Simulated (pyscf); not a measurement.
# Substitution at C: methylsilane (H₃C–SiH₃) + Cl atom (Cl•) → chloromethane (H₃C–Cl) + silyl (SiH₃•)

Gas phase, doublet surface, charge 0. Bonds broken: C1–Si2. Bonds formed: C1–Cl9. Optimised with ωB97X-D3(BJ)/def2-SVP in PySCF.

Transition state (Å):

```xyz
9

C     -0.2883     1.1410     0.0956
Si    -0.4650    -1.0839     0.9190
H      0.4876     1.2597     0.8537
H     -1.3363     1.2315     0.3860
H     -0.0371     0.6683    -0.8554
H     -0.8350    -1.0046     2.3611
H     -1.5223    -1.7761     0.1280
H      0.8613    -1.7400     0.7375
Cl    -0.1330     3.0901    -0.6268
```

One imaginary mode, 787i cm⁻¹; descent along it reached the two sides named.

```
bond    change  reactant side (Å)  saddle  product side
------  ------  -----------------  ------  ------------
C1–Si2  breaks              1.885   2.379           3.7
C1–Cl9   forms                3.0   2.084         1.778
```

Electronic energies relative to the separated reactants (kcal/mol):

| level | barrier | reaction energy | reverse barrier |
|---|---|---|---|
| ωB97X-D3(BJ)/def2-TZVP | 24.5 | +7.0 | 17.5 |
| PBE/def2-TZVP | 11.6 | -0.4 | 12.0 |
| r²SCAN/def2-TZVP | 15.4 | +1.8 | 13.6 |
| B3LYP-D3(BJ)/def2-TZVP | 19.1 | +5.2 | 13.9 |
| PBE0-D3(BJ)/def2-TZVP | 17.8 | +2.7 | 15.0 |
| M06-2X/def2-TZVP | 21.1 | +3.1 | 18.1 |
| ωB97M-D3(BJ)/def2-TZVP | 24.2 | +6.3 | 17.8 |
| HF/def2-TZVP | 45.2 | +12.8 | 32.5 |

With ωB97M-D3(BJ)/def2-TZVP energies and thermal terms (ideal gas, 1 atm, RRHO with modes under 100 cm⁻¹ raised to 100, one conformer, R ln 2 for chiral ones without a mode under 150 cm⁻¹), in kcal/mol:

```json
[
 {"T (K)": "298", "ΔH‡": "23.1", "ΔG‡": "29.7", "ΔH": "+5.3", "ΔG": "+2.7"},
 {"T (K)": "600", "ΔH‡": "23.2", "ΔG‡": "36.3", "ΔH": "+4.7", "ΔG": "+0.3"},
 {"T (K)": "900", "ΔH‡": "23.1", "ΔG‡": "42.9", "ΔH": "+3.8", "ΔG": "-1.7"},
 {"T (K)": "1200", "ΔH‡": "22.9", "ΔG‡": "49.5", "ΔH": "+2.9", "ΔG": "-3.5"}
]
```

The same reactants have a lower exit, to •H₂C–SiH₃ + HCl (barrier +4.4 kcal/mol at ωB97M-D3(BJ)/def2-TZVP, against +24.2 kcal/mol here). One saddle was located; it need not be the lowest between these sides. The angle at the attacked C is 180°. Left out: orbital degeneracy and the spin-orbit lowering of Cl.
